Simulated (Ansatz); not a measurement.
**BH3 (borane): MP2/3-21G**

What is the vertical electron affinity of BH3 (borane) at MP2/3-21G? 

Program for the calculation: Ansatz 0.2.0.

54 further runs of the same task are left out: 54 set aside as unsound or not needed.

## Step 1: The structure to begin with

BH3 has 4 atoms, charge 0, and is taken as a singlet. As SMILES, `B`. The coordinates come from a PBE0-D4/def2-TZVP relaxation.

Bond lengths: B1–H2 1.193 Å, B1–H3 1.193 Å, B1–H4 1.193 Å. Angles: H2–B1–H3 120.0°, H2–B1–H4 120.0°, H3–B1–H4 120.0°.

## Step 2: The energy at MP2/3-21G

The input, in.yaml:

```yaml
crystal:
  periodic: [false, false, false]
  atoms:
    - {symbol: B, position_ang: [0.013900, -0.015100, -0.005100]}
    - {symbol: H, position_ang: [0.982200, 0.381700, 0.568800]}
    - {symbol: H, position_ang: [-0.276200, -1.171800, 0.043000]}
    - {symbol: H, position_ang: [-0.664400, 0.744900, -0.626900]}
basis:
  gaussian:
    orbitals: 3-21G.json
correlation:
  method: mp2
  frozen_orbitals: {B: 1, H: 0}
accuracy: high
```

The basis set 3-21G is read from a file made from the Basis Set Exchange's data (not shown).

The run is started by

```bash
$ ansatz run in.yaml --threads 1 --pin off --max-ram 2610MiB --events-out events.jsonl --progress --plain --runs-dir runs
```

Log:

```text
Warning: RAYON_NUM_THREADS=1 ignored (pool sized by the plan → 1); use --threads N
Functional definition: HF
  name "HF"
  exchange = exact_x
  correlation = 0
294 factors; integrals over basis functions are off by at most 3.4e-9 eV
mean field evaluation 1: about -713.6494 eV, gradient 8.5e0 eV
mean field evaluation 2: about -713.6347 eV, gradient 8.4e0 eV
mean field evaluation 4: about -713.9521 eV, gradient 1.9e-1 eV
mean field evaluation 8: about -713.9520 eV, gradient 7.9e-5 eV
mean field -713.95201720 eV, -26.2372526980 hartree, gradient 2.6e-8 eV, S^2 0.000000; 0 other end points of the search recorded, 0 dependent functions left out
1 core orbitals not correlated: weight in the atoms' cores, before any rotation towards them, 1.000 or more for the frozen orbitals, at most 0.000 for the correlated occupied ones
reference -713.95201720 eV, -26.2372526980 hartree; 3, 3 occupied and 11, 11 virtual orbitals, 294 factors
second order -1.50084026 eV of doubles, -0.00000000 eV of singles
Total energy: -715.45285746 eV, -26.2924075602 hartree
```

Run time: 0.08 s. Hardware: 1 thread of Arm Neoverse V1, shared host.

## Step 3: The doublet anion at the same level

The input, molecule.yaml:

```yaml
crystal:
  periodic: [false, false, false]
  atoms:
    - symbol: B
      position_ang: [0.013900, -0.015100, -0.005100]
    - symbol: H
      position_ang: [0.982200, 0.381700, 0.568800]
    - symbol: H
      position_ang: [-0.276200, -1.171800, 0.043000]
    - symbol: H
      position_ang: [-0.664400, 0.744900, -0.626900]
basis:
  gaussian:
    orbitals: 3-21G.json
total_charge: -1
magnetization:
  spin_polarized: true
  initial_magnetization: 1
correlation:
  method: mp2
  frozen_orbitals: {B: 1, H: 0}
accuracy: high
```

The basis set 3-21G is read from a file made from the Basis Set Exchange's data (not shown).

The run is started by

```bash
$ ansatz run molecule.yaml --threads 1 --pin off --max-ram 2610MiB --events-out events.jsonl --progress --plain --runs-dir runs
```

Log:

```text
Warning: RAYON_NUM_THREADS=1 ignored (pool sized by the plan → 1); use --threads N
[... 4 set-up lines as earlier in the session ...]
294 factors; integrals over basis functions are off by at most 3.4e-9 eV
mean field evaluation 1: about -711.9286 eV, gradient 7.8e0 eV
mean field evaluation 2: about -711.9222 eV, gradient 7.8e0 eV
mean field evaluation 4: about -712.5127 eV, gradient 6.8e-1 eV
mean field evaluation 8: about -712.5211 eV, gradient 7.2e-3 eV
mean field -712.52112472 eV, -26.1846683691 hartree, gradient 4.6e-8 eV, S^2 0.762822; 0 other end points of the search recorded, 0 dependent functions left out
1 core orbitals not correlated: weight in the atoms' cores, before any rotation towards them, 1.000 or more for the frozen orbitals, at most 0.000 for the correlated occupied ones
reference -712.52112472 eV, -26.1846683691 hartree; 4, 3 occupied and 10, 11 virtual orbitals, 294 factors
second order -1.64014201 eV of doubles, -0.00000000 eV of singles
Total energy: -714.16126673 eV, -26.2449424765 hartree
```

Run time: 0.08 s. Hardware: 1 thread of Arm Neoverse V1, shared host.

## Step 4: What came out

Level: MP2/3-21G, 1 core orbital frozen.

| quantity | value |
| --- | --- |
| singlet BH3: total energy | -26.29241 Eh |
| singlet BH3: correlation energy (1 core orbital frozen) | -55.2 mEh |
| doublet anion: total energy | -26.24494 Eh |
| doublet anion: correlation energy (1 core orbital frozen) | -60.3 mEh |
| doublet anion: ⟨S²⟩ of the reference determinant | 0.763 |
| vertical electron affinity (to the doublet anion) | -1.292 eV |

The anion lies 1.29 eV (125 kJ/mol) above the neutral: the electron isn't bound at this level, and such a value depends on the basis. Without diffuse functions anions come out too high.
